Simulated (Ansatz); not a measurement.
Born–Oppenheimer molecular dynamics of CH6AlF (9 atoms, charge 0, multiplicity 1). It starts at the highest image of a converged band, a first-order saddle point between two minima.

Theory: RKS B3LYP/def2-mTZVP (Ansatz).

* ensemble: NVE (velocity Verlet)
* time step: 0.5 fs
* steps asked: 200
* starting velocities drawn for: 300 K
* seed: 9555

First frame:

```xyz
9
Properties=species:S:1:pos:R:3
Al -0.001 0.393 -0.142
F 0.142 0.117 1.836
C 1.714 -0.013 -0.982
H 1.880 -1.091 -1.056
H 1.770 0.380 -2.002
H 2.558 0.408 -0.429
H -1.411 -0.149 -0.595
H -0.100 1.901 0.638
H 0.030 1.137 1.616
```

**Question.** How far do the bonds stretch over the last three quarters of this one trajectory? (Pairs bonded in most of those frames.)

**Answer.** 
```csv
bond,mean (Å),spread (Å),shortest,longest
Al1–F2,1.692,0.126,1.48,1.89
Al1–C3,1.941,0.093,1.80,2.09
Al1–H7,1.592,0.034,1.53,1.65
C3–H4,1.094,0.021,1.06,1.13
C3–H5,1.098,0.010,1.08,1.12
C3–H6,1.098,0.024,1.06,1.14
H8–H9,0.744,0.016,0.72,0.77
```

Mean temperature of the second half: 1472 K. The conserved energy stayed within 0.17 meV per atom of its start (net change 0.077 meV per atom), so the integration is sound. The kinetic energy rose, since the run started high on the potential surface and went downhill. It ends in pieces (CH4AlF + H2), so much of that is their flight and rotation, not heat. A run of 0.1 ps of so small a system gives no equilibrium averages. The orbitals stay closed-shell, which can raise the energy where a bond breaks towards radicals; this wasn't checked here.

Time of the run: 5.2 min on 2 threads of Intel(R) Xeon(R) Platinum 8259CL CPU @ 2.50GHz (Skylake/Cascade Lake), on a shared host, peak memory 0.18 GiB.
